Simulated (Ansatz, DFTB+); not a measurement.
## Loss of H2: C2H5N → C2H3N + H2

Species: C2H5N (ethanimine) `[H]/N=C\C`, singlet; C2H3N (acetonitrile) `CC#N`, singlet; H2 (hydrogen), singlet. 

Shapes, held fixed at every level: PBE0-D4/def2-TZVP. Programs: Ansatz 0.2.0, DFTB+ 25.1. The zero-point and thermal change to 298 K, harmonic and unscaled (PBE0-D4/def2-TZVP), is -26.9 kJ/mol.

```csv
level,kind,ΔH(298 K) (kJ/mol),less CCSD(T)/CBS estimate
DFTB2,semi-empirical,+119.8,+87.0
HF/def2-SVP,Hartree–Fock,+29.6,-3.2
HF/def2-TZVPP,Hartree–Fock,+21.7,-11.1
SPW92/def2-TZVPP,LDA,+84.2,+51.4
r2SCAN0-D4/def2-TZVPP,global hybrid,+51.5,+18.7
B2PLYP/def2-TZVPP,double hybrid,+24.4,-8.4
CCSD(T)/def2-SVP,coupled cluster or CI,+26.3,-6.5
CCSD(T)/CBS estimate,coupled cluster or CI,+32.8,0.0
```

The highest level, CCSD(T)/CBS estimate, gives ΔH(298 K) = +32.8 kJ/mol; the levels span +21.7 to +119.8. DFTB2 strays far from the other rows. The column of differences is taken from that level and isn't an error. No measured value is set beside it here. The CBS estimate extrapolates MP2 from def2-TZVPP and def2-QZVPP and adds CCSD(T) − MP2 in the triple-zeta set, cores frozen; for H2 it overshoots the exact energy by about 1 mEh.
